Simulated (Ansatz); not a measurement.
Molecule (SMILES): P#P (P2).
Atoms: P1, P2. Bonds: P1-P2.

Basis-set convergence of the optimised P1-P2 bond length at PBE with Ansatz (a first-principles code). Cartesian d functions, on some or all atoms, in 6-311G**, 6-311+G**; all else is spherical. The program fits the integrals of some runs and decomposes those of others, by size. No added dispersion term, no relativity. Reference: the value in pcseg-4, 1.9036 Å, itself unsure by roughly 0.0002 Å (its mean distance from aug-pcseg-3, aug-cc-pV(Q+d)Z, cc-pV(5+d)Z). Deviations are taken from unrounded values.

```csv
basis,functions,optimised P1-P2 bond length (Å)
def2-SVP,36,1.9154
def2-SVPD,48,1.9161
pcseg-1,36,1.9196
aug-pcseg-1,54,1.9187
cc-pV(D+d)Z,46,1.9128
aug-cc-pV(D+d)Z,64,1.9136
6-311G**,54,1.9146
6-311+G**,62,1.9137
pcseg-2,68,1.9068
aug-pcseg-2,100,1.9060
def2-TZVP,74,1.9056
def2-TZVPD,86,1.9046
cc-pV(T+d)Z,78,1.9045
aug-cc-pV(T+d)Z,110,1.9042
def2-TZVPP,84,1.9055
def2-TZVPPD,96,1.9045
cc-pV(Q+d)Z,128,1.9033
aug-cc-pV(Q+d)Z,178,1.9031
pcseg-3,128,1.9041
aug-pcseg-3,178,1.9036
def2-QZVPP,140,1.9041
def2-QZVPPD,152,1.9038
```

What the diffuse functions change, pair by pair:
- def2-SVP to def2-SVPD: 12 more functions, deviation 0.0119 to 0.0125 Å
- pcseg-1 to aug-pcseg-1: 18 more functions, deviation 0.0160 to 0.0152 Å
- cc-pV(D+d)Z to aug-cc-pV(D+d)Z: 18 more functions, deviation 0.0092 to 0.0100 Å
- 6-311G** to 6-311+G**: 8 more functions, deviation 0.0110 to 0.0101 Å
- pcseg-2 to aug-pcseg-2: 32 more functions, deviation 0.0032 to 0.0024 Å
- def2-TZVP to def2-TZVPD: 12 more functions, deviation 0.0021 to 0.0011 Å
- cc-pV(T+d)Z to aug-cc-pV(T+d)Z: 32 more functions, deviation 0.0009 to 0.0007 Å
- def2-TZVPP to def2-TZVPPD: 12 more functions, deviation 0.0019 to 0.0009 Å
- cc-pV(Q+d)Z to aug-cc-pV(Q+d)Z: 50 more functions, deviation -0.0003 to -0.0005 Å
- pcseg-3 to aug-pcseg-3: 50 more functions, deviation 0.0006 to 0.0001 Å
- def2-QZVPP to def2-QZVPPD: 12 more functions, deviation 0.0006 to 0.0003 Å

They bring the value nearer the reference by more than 0.0002 Å in 8 of 11 pairs.
